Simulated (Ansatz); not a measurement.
# CH₃F₂− (built from SMILES CF.[F-]): a barrier at many levels of theory

How high is the barrier of this step (C2–F3 formed, F1–C2 broken), and how far do cheaper methods land from CCSD(T)?

Program: Ansatz 0.2.0, Gaussian basis. Level of theory: single points in def2-TZVPPD on PBE0-D4/def2-TZVPD structures. These are calculated values, not measurements.

Levels: SPW92, PBE-D4, BLYP-D4, r2SCAN-D4, B97M-V, PBE0-D4, B3LYP-D4, r2SCAN0-D4, BHLYP-D4, CAM-B3LYP-D4, wB97X-V, wB97M-V, B2PLYP, PBE-QIDH, RPA on PBE, Hartree-Fock, MP2, CCSD, CCSD(T). The reference is CCSD(T) at the basis limit, from triple and quadruple zeta. Zero-point energies come from PBE0-D4 vibrations.

Cores are frozen in the correlated methods. B3LYP uses VWN-RPA correlation. B2PLYP carries no dispersion term here.

4 further runs of the same task are left out: 4 set aside as unsound or not needed.

## Step 1: Start, saddle and end, as given

Charge -1, multiplicity 1. The folders r, ts and p hold the start, the saddle and the end; their coordinates stand in the first inputs.

```
 pair  r (Å)  ts (Å)  p (Å)
C2–F3  2.572   1.821  1.426
F1–C2  1.426   1.820  2.573
```

## Step 2: SPW92/def2-TZVPPD

The input, r/in.yaml:

```yaml
crystal:
  periodic: [false, false, false]
  atoms:
    - {symbol: F, position_ang: [-0.756465, -1.431371, 0.772096]}
    - {symbol: C, position_ang: [-0.155157, -0.293565, 0.158373]}
    - {symbol: F, position_ang: [0.929744, 1.759244, -0.949004]}
    - {symbol: H, position_ang: [-0.081322, 0.505050, 0.889900]}
    - {symbol: H, position_ang: [0.834875, -0.564335, -0.195026]}
    - {symbol: H, position_ang: [-0.771673, 0.025077, -0.676339]}
basis:
  gaussian: {orbitals: "def2-TZVPPD.json"}
total_charge: -1
hamiltonian: {xc: lda}
```

The input, ts/in.yaml:

```yaml
crystal:
  periodic: [false, false, false]
  atoms:
    - {symbol: F, position_ang: [-0.767731, -1.452677, 0.783611]}
    - {symbol: C, position_ang: [-0.000126, -0.000222, 0.000128]}
    - {symbol: F, position_ang: [0.767683, 1.452614, -0.783556]}
    - {symbol: H, position_ang: [-0.078704, 0.540537, 0.924608]}
    - {symbol: H, position_ang: [0.879942, -0.578443, -0.210585]}
    - {symbol: H, position_ang: [-0.801064, 0.038290, -0.714206]}
basis:
  gaussian: {orbitals: "def2-TZVPPD.json"}
total_charge: -1
hamiltonian: {xc: lda}
```

The input, p/in.yaml:

```yaml
crystal:
  periodic: [false, false, false]
  atoms:
    - {symbol: F, position_ang: [-0.929926, -1.759594, 0.949123]}
    - {symbol: C, position_ang: [0.155157, 0.293606, -0.158358]}
    - {symbol: F, position_ang: [0.756473, 1.431390, -0.772132]}
    - {symbol: H, position_ang: [-0.069168, 0.528088, 0.877543]}
    - {symbol: H, position_ang: [0.847054, -0.541419, -0.207417]}
    - {symbol: H, position_ang: [-0.759590, 0.048029, -0.688760]}
basis:
  gaussian: {orbitals: "def2-TZVPPD.json"}
total_charge: -1
hamiltonian: {xc: lda}
```

The basis file named in the input lies beside it (Basis Set Exchange, JSON).

Each run has its own folder and the same command.

Launch:

```
$ ansatz run in.yaml --threads 2 --pin off --events-out ev --progress --plain --max-ram 4352MiB
```

The runs that follow: PBE-D4/def2-TZVPPD; BLYP-D4/def2-TZVPPD; r2SCAN-D4/def2-TZVPPD; B97M-V/def2-TZVPPD; PBE0-D4/def2-TZVPPD; B3LYP-D4/def2-TZVPPD; r2SCAN0-D4/def2-TZVPPD; BHLYP-D4/def2-TZVPPD; CAM-B3LYP-D4/def2-TZVPPD; wB97X-V/def2-TZVPPD; wB97M-V/def2-TZVPPD; B2PLYP/def2-TZVPPD; PBE-QIDH/def2-TZVPPD; RPA on PBE/def2-TZVPPD; CCSD(T)/def2-TZVPPD; MP2/def2-QZVPPD; Vibrations of the start structure; Vibrations of the end structure.

Q: Predict the outcome of this session. Wanted: barrier, CCSD(T)/CBS; reverse barrier, CCSD(T)/CBS; step energy, CCSD(T)/CBS; barrier with zero-point energy; step energy with zero-point energy; imaginary mode at the saddle; largest T1 diagnostic.

**Answer**, as computed:

| quantity | value |
| --- | --- |
| barrier, CCSD(T)/CBS | 13.2 kcal/mol |
| reverse barrier, CCSD(T)/CBS | 13.2 kcal/mol |
| step energy, CCSD(T)/CBS | 0.0 kcal/mol |
| barrier with zero-point energy | 12.9 kcal/mol |
| step energy with zero-point energy | 0.0 kcal/mol |
| imaginary mode at the saddle | 521i cm⁻¹ |
| largest T1 diagnostic | 0.020 |

wB97X-V is the best functional here (0.0 kcal/mol from CCSD(T)/CBS); BLYP-D4 is the worst (-6.5 kcal/mol). By rung, the mean size of the error is: LDA 6.3, GGA 6.2, meta-GGA 3.3, hybrid 1.6, range-separated hybrid 0.6, double hybrid 1.4 kcal/mol. PBE-D4 gives a barrier 5.8 kcal/mol too low, outside chemical accuracy (1 kcal/mol). Every functional without exact exchange puts the barrier too low, the usual mark of self-interaction error, which favours the spread-out density of a saddle. The barrier rises with the share of exact exchange, from BLYP-D4 through B3LYP-D4 to BHLYP-D4 (-6.5, -2.8, +1.5 kcal/mol). Hartree-Fock, with no correlation, is off by +6.9 kcal/mol. Zero-point motion lowers the barrier by 0.3 kcal/mol.
